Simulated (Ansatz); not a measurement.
Relaxation of BClH4 (6 atoms, charge 0, multiplicity 1), to a largest force component of 0.03 eV/Å in at most 50 steps.

All numbers below come from RKS B3LYP/def2-TZVP (Ansatz).

```xyz
6
Properties=species:S:1:pos:R:3:forces:R:3
B -0.183 -0.804 0.388 0.32 -0.49 -0.20
Cl 0.830 1.694 -1.257 -0.44 -0.10 0.46
H -0.606 -1.465 -0.503 0.00 0.01 -0.01
H 0.826 -1.099 0.939 0.00 0.02 0.00
H -0.076 1.548 -0.323 0.46 0.14 -0.50
H -0.792 0.126 0.756 -0.34 0.41 0.24
```

**Question.** Where does it end, and by what steps?

**Answer.** The forces met the threshold. After 8 steps the energy has fallen by 0.105 eV; H5 moved furthest, 0.56 Å.

| step | energy less start (eV) | largest force component (eV/Å) | accepted |
| --- | --- | --- | --- |
| 0 | 0.0000 | 0.497 | yes |
| 1 | -0.0175 | 0.691 | yes |
| 2 | -0.0338 | 0.317 | yes |
| 3 | -0.0510 | 0.635 | yes |
| 4 | -0.0894 | 0.129 | yes |
| 5 | -0.0955 | 0.138 | yes |
| 6 | -0.0997 | 0.116 | yes |
| 7 | -0.1031 | 0.073 | yes |
| 8 | -0.1051 | 0.018 | yes |

```xyz
6
Properties=species:S:1:pos:R:3
B -0.158 -0.782 0.357
Cl 0.743 1.203 -1.044
H -0.529 -1.388 -0.597
H 0.901 -1.021 0.842
H -0.029 2.076 -0.505
H -0.929 -0.089 0.947
```

Whether the end is a true minimum wasn't checked by a vibrational analysis.

The run took 7.8 s on 2 threads of Intel(R) Xeon(R) Platinum 8375C CPU @ 2.90GHz (Ice Lake), on a shared host, peak memory 0.16 GiB.
